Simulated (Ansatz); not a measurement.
# Hf (Hf, hcp): the cost of one run

Program: Ansatz 0.2.0. Level of theory: DFT revPBE, plane waves (420 eV) with PAW, scalar-relativistic; PAW files made under PBE, frozen cores solved again for the functional. These are calculated values, not measurements.

**1. Starting point**

Symmetry: P6_3/mmc, No. 194, hexagonal system. The conventional cell has a = 3.197 Å, b = 3.197 Å, c = 5.058 Å, α = 90.00°, β = 90.00°, γ = 120.00°. Around Hf (site symmetry -6m2) lie 12 Hf at 3.13 to 3.20 Å.

As a file:

```cif
data_structure
_symmetry_space_group_name_H-M 'P 1'
_symmetry_Int_Tables_number 1
_cell_length_a 3.1967
_cell_length_b 3.1967
_cell_length_c 5.0578
_cell_angle_alpha 90.000
_cell_angle_beta 90.000
_cell_angle_gamma 120.000
_cell_volume 44.76
loop_
_atom_site_label
_atom_site_type_symbol
_atom_site_fract_x
_atom_site_fract_y
_atom_site_fract_z
_atom_site_occupancy
Hf1 Hf 0.33333 0.66667 0.25000 1
Hf2 Hf 0.66667 0.33333 0.75000 1
```

**2. Relaxing cell and atoms**

input.yaml reads:

```yaml
crystal:
  lattice:
    - [3.1966985242, 0.0, 0.0]
    - [-1.5983492621, 2.7684221302, 0.0]
    - [0.0, 0.0, 5.0578]
  atoms:
    - { symbol: Hf, position: [0.3333333333, 0.6666666667, 0.25] }
    - { symbol: Hf, position: [0.6666666667, 0.3333333333, 0.75] }
hamiltonian:
  xc: revpbe
  pseudopotentials:
    kind: paw
    azcp:
      Hf: "pseudopotentials/Hf.paw.azcp"
basis:
  ecutwfc: 420
  fft_grid_basis: typed
kpoints:
  mp_grid: { grid: [11, 11, 6], shift: [0, 0, 0] }
magnetization:
  spin_polarized: false
scf:
  occupations: { method: fermi_dirac, width: 0.1 }
relax:
  max_steps: 60
  f_tol: 0.01
  cell: {}
```

Q: Estimate wall time and peak memory on 4 threads of an x86-64 CPU, shared host.

About 7.9 s, with a peak of 0.47 GiB.
